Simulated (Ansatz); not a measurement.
## Ansatz (development build ahead of 0.2.0) run

```yaml
crystal:
  periodic: [false, false, false]
  atoms:
    - { symbol: B, position_ang: [0.35693, -0.03036, 0.81492] }
    - { symbol: B, position_ang: [-0.35641, 0.01925, -0.82231] }
    - { symbol: H, position_ang: [-0.36209, 0.88757, 0.18125] }
    - { symbol: H, position_ang: [0.36261, -0.89872, -0.18858] }
    - { symbol: H, position_ang: [-0.2879, -0.47836, 1.71561] }
    - { symbol: H, position_ang: [1.46518, 0.38551, 0.97795] }
    - { symbol: H, position_ang: [-1.46473, -0.39649, -0.98533] }
    - { symbol: H, position_ang: [0.28844, 0.46733, -1.72296] }
basis:
  gaussian: { orbitals: def2-SVP }
total_charge: 1
magnetization:
  spin_polarized: true
  initial_magnetization: 1
hamiltonian:
  xc: hf
output:
  forces: true
```

The input is written out in the form of the current development build from the run's settings.

Output:

```
Converged                       : yes
Total energy                    : -52.33771 hartree
Spin squared of the determinant : 0.781
Stability test                  : minimum
```

Forces (eV/Å):
```tsv
atom	Fx	Fy	Fz
B1	-2.855	0.199	-6.553
B2	-0.006	0.000	-0.013
H3	0.344	0.127	0.967
H4	0.470	-0.184	0.902
H5	-0.047	-0.573	2.678
H6	2.004	0.437	1.815
H7	-0.051	-0.051	0.142
H8	0.140	0.044	0.061
```

Caution: the determinant breaks the point group.
